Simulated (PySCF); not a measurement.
Static response to an electric field

Species: BClH3P.
Atom-mapped SMILES: `[PH2:1][BH:2][Cl:3]` (hydrogens: H4, H5 on P1; H6 on B2)

Cartesian coordinates in Å at the PBE0-D3(BJ)/def2-SVP level; atoms count from 1:
```
atom  x, y, z in Å
P1    -0.485   -0.328   -1.032
B2     1.299    0.082   -0.564
Cl3    2.496   -1.176   -0.349
H4    -0.725   -1.462   -0.210
H5    -1.155    0.653   -0.251
H6     1.679    1.225   -0.539
```

Level: PBE0/def2-SVPD (PySCF), static field, nuclei fixed, core orbitals frozen in the response. The polarisability tensor in these axes (au):

```
x   72.29 -4.29  5.58
y   -4.29 53.80 -0.68
z    5.58 -0.68 46.35
```

Task: Diagonalise the tensor; give its mean and Δα, where Δα² is half the sum of the squared differences of the eigenvalues.

Result: Principal values 45.20, 52.89 and 74.36 au; mean 57.48 au = 8.52 Å³ = 9.48 × 10⁻⁴⁰ C²·m²/J; Δα = 26.17 au (46 % of the mean).

Task: What is the dipole moment, and where does it point?

Result: (-0.88, 0.41, 0.51) D, 1.10 D in size, pointing from the negative to the positive side. Measured along this direction, the outermost atoms are Cl3 at the negative end and H5 at the positive end.

Task: What depolarisation ratio follows for Rayleigh scattering of linearly polarised light, taking the static tensor?

Result: ρ = 3Δα²/(45ᾱ² + 4Δα²) = 2055.0/(148693 + 2740.0) = 0.0136.

Task: What would n − 1 = 2πNα be for an ideal gas of these molecules at 273.15 K and 1 atm, electronic part alone?

Result: N = p/kT = 2.6868 × 10¹⁹ cm⁻³, so n − 1 = 2π × N × 8.52 × 10⁻²⁴ cm³ = 1438 × 10⁻⁶ at long wavelengths.

Task: Give the principal axes and the span of the nuclei along them.

Result: Largest value along (0.96, -0.21, 0.20), where the nuclei span 3.86 Å; middle along (0.20, 0.98, 0.07), 3.08 Å; least along (-0.21, -0.02, 0.98), 0.88 Å. The response follows the extents in order.

Task: How large is μ²/3kT at 400 K beside α?

Result: In Gaussian units μ²/3kT = 7.26 Å³ against 8.52 Å³, a ratio of 0.85; the Debye molar polarisation (4π/3)N_A(α + μ²/3kT) is 39.8 cm³/mol, leaving out the vibrational part.

Task: Find the Langevin capture rate constant for NH4+ (18.034 u) meeting this molecule (79.975 u), k = 2.342 × 10⁻⁹ cm³/s × √(α in Å³ / reduced mass in u).

Result: The reduced mass is 14.72 u, so k = 1.78 × 10⁻⁹ cm³/s. The formula leaves out the permanent dipole, which adds to the capture rate.

Isolated species at its PBE0-D3(BJ)/def2-SVP geometry (one conformer only).
